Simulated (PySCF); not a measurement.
C₃H₄F₂.
Atom-mapped SMILES: `[F:1][C:2]1([F:3])[CH2:4][CH2:5]1` (hydrogens: H6, H7 on C4; H8, H9 on C5)

The geometry is computed with GFN2-xTB (gas phase).

(1) List the bond lengths, angles and torsions at this level.

## Answers

(1) 
| bond | length (Å) | order |
| --- | --- | --- |
| F1–C2, C2–F3 | 1.348 | single |
| C2–C4, C2–C5 | 1.484 | single |
| C4–C5 | 1.516 | single |
| C4–H6 and 3 like bonds | 1.078 | single |

Bonds in one row agree within 0.01 Å and their mean is given. Orders are formal, as drawn. A selection of angles:
| angle | degrees |
| --- | --- |
| F1–C2–F3 | 108.1 |
| F1–C2–C4 | 120.3 |
| C4–C2–C5 | 61.4 |
| C2–C4–C5 | 59.3 |
| C2–C4–H6 | 117.5 |
| C5–C4–H6 | 118.4 |
| H6–C4–H7 | 114.7 |

Torsions: F1–C2–C4–C5 110° (anticlinal); F1–C2–C5–C4 -110° (anticlinal).

The 3-membered ring C2–C4–C5 has internal angles of 59.3° to 61.4°. The C–C distances run from 1.484 Å (C2–C4, drawn single) to 1.516 Å (C4–C5, drawn single), a spread of 0.032 Å.

Point group: C2v (every atom within 0.08 Å of its image). Not checked by GFN2-xTB frequencies.
